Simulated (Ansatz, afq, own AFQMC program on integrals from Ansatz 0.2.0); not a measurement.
## SiNH5, singlet: AFQMC among the cluster methods

```yaml
atoms:
  - { symbol: Si, position_ang: [-0.0138, 0.0000, 0.6374] }
  - { symbol: N, position_ang: [0.0586, 0.0000, -1.2723] }
  - { symbol: H, position_ang: [0.6818, -1.2207, 1.1206] }
  - { symbol: H, position_ang: [0.6818, 1.2207, 1.1206] }
  - { symbol: H, position_ang: [-1.3810, 0.0000, 1.2400] }
  - { symbol: H, position_ang: [-0.2063, -0.8283, -1.7806] }
  - { symbol: H, position_ang: [-0.2063, 0.8283, -1.7806] }
```

Basis 6-31G. Noble-gas cores (and the filled d shells of Ga–Kr and In–Xe) are frozen. AFQMC by an in-house program on the Cholesky factors that Ansatz 0.2.0 writes for its CCSD(T) run. The CISD trial takes its coefficients from CCSD amplitudes. Released means that phaseless walkers are propagated on without the constraint, phases kept. ± is one standard error of the sampling.

Determinant: RHF, the one that the program's search chose, which needn't be the lowest solution. The geometry is a point of a scan.

No full CI on the walks' own integrals is used here; CCSDT(Q) serves as the reference and is uncertain by about the last step of the cluster series.

```
T1 diagnostic                               : 0.0111
weight of the determinant in the CISD state : 0.905
size of the correlated space                : 14 electrons in 26 orbitals
```

| level | correlation energy (eV) |
| --- | --- |
| MP2 | -4.6486 |
| CCSD | -5.3768 |
| CCSD(T) | -5.4644 |

Q: Estimate where AFQMC with the constraint released lies against CCSD(T) on the same integrals.

A: 3.8 ± 1.0 kJ/mol below CCSD(T).

Reference: CCSDT(Q), correlation energy -5.489 eV. The released energy is read at 2.40 1/Eh (meV from the phaseless value at times in 1/Eh: -10 ± 10 at 0.24, -3 ± 10 at 0.51, 12 ± 7 at 0.99, 13 ± 9 at 1.62, -4 ± 11 at 2.40).

```json
{"level": "CCSD(T)", "E − E(reference) (kJ/mol)": "2.4", "share of correlation (%)": "99.55"}
{"level": "CCSDT", "E − E(reference) (kJ/mol)": "1.2", "share of correlation (%)": "99.77"}
{"level": "ph-AFQMC/CISD", "E − E(reference) (kJ/mol)": "-1.1 ± 1.0", "share of correlation (%)": "100.21"}
{"level": "released AFQMC", "E − E(reference) (kJ/mol)": "-1.4 ± 1.0", "share of correlation (%)": "100.27"}
```

A walk keeps the symmetry of its determinant, which the program's search chose and which needn't be the lowest solution, so a lower state of the same spin and another symmetry isn't excluded. Released energies are given only where the last usable release times agree within the noise; a slower fall can still hide under it.
